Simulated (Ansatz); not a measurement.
Worked example: the barrier

An elementary step of CH9NSi, closed shell (CH₇NSi ([CH3][SiH2][NH2]) + H₂ → CH₆Si ([CH3][SiH3]) + NH₃; bonds formed: Si1–H7, N2–H6; bonds broken: Si1–N2, H6–H7). “Start” is the structure reached by relaxing down from the saddle towards the reactants; PBE0-D4/def2-TZVP structures. The saddle:

```
atom    x (Å)    y (Å)    z (Å)
 Si1  -0.6574  -0.0773   0.0131
  N2   0.4588  -0.9157   1.2814
  H3  -1.1575  -1.3879  -0.5714
  H4  -1.9071   0.4661   0.5992
  C5   0.1651   0.7177  -1.4674
  H6   0.5914   0.2403   1.5131
  H7   0.1899   1.2521   1.0639
  H8  -0.0038  -1.5097   1.9618
  H9   1.2659  -1.3982   0.9003
 H10   0.1324   1.8055  -1.4002
 H11   1.2197   0.4258  -1.4952
 H12  -0.2972   0.3815  -2.3986
```

Ansatz 0.2.0; basis: def2-TZVPP and def2-QZVPP; cores frozen in the correlated methods.

Energies in eV:

| quantity | saddle | start |
| --- | --- | --- |
| Hartree–Fock, triple zeta (X = 3) | -10515.75413 | -10518.49392 |
| Hartree–Fock, quadruple zeta (X = 4) | -10516.14607 | -10518.89418 |
| MP2 correlation, X = 3 | -15.76450 | -15.26066 |
| MP2 correlation, X = 4 | -16.79814 | -16.29293 |
| CCSD(T) correlation, X = 3 | -17.63318 | -17.11171 |

(1) Work out the barrier at the basis limit: extrapolate Hartree–Fock as E(X) = E∞ + A exp(−7.88 √X) and the MP2 correlation as E(X) = E∞ + B X^−2.97 (the exponents that Neese and Valeev fitted for def2-TZVPP and QZVPP), then add CCSD(T) − MP2 in triple zeta.

The T1 diagnostic stays at or below 0.011.

Results:

(1) Each step is linear, so take the differences first (saddle − start): Hartree–Fock 2.73979 (X = 3) and 2.74811 (X = 4); MP2 correlation -0.50384 and -0.50521; CCSD(T) correlation -0.52147.
Two points give E∞ = E(4) + w [E(4) − E(3)], with w = 1/(exp(7.88 (2 − √3)) − 1) = 0.1377 for Hartree–Fock and w = 1/((4/3)^2.97 − 1) = 0.7407 for the correlation.
Hartree–Fock: 2.74811 + 0.1377 × 0.00832 = 2.7493 eV.
MP2 correlation: -0.50521 + 0.7407 × (-0.00137) = -0.5062 eV.
CCSD(T) − MP2: -0.52147 − (-0.50384) = -0.0176 eV.
Sum: 2.7493 + (-0.5062) + (-0.0176) = 2.2255 eV, or 51.32 kcal/mol. Plain CCSD(T) in triple zeta gives 2.2183 eV, so the larger basis shifts the result by 0.0072 eV.

Labels in which every atom is bracketed show which atoms are joined, not bond orders.

For scale, one of the runs: CCSD(T)/def2-TZVPP, 230 basis functions, launched by `ansatz run in.yaml --threads 4 --pin off --events-out ev --progress --plain --max-ram 9574MiB`. Hardware: 4 CPU threads of an Arm Neoverse V2, shared host. Wall time 50 s; peak host memory 3.9 GiB.
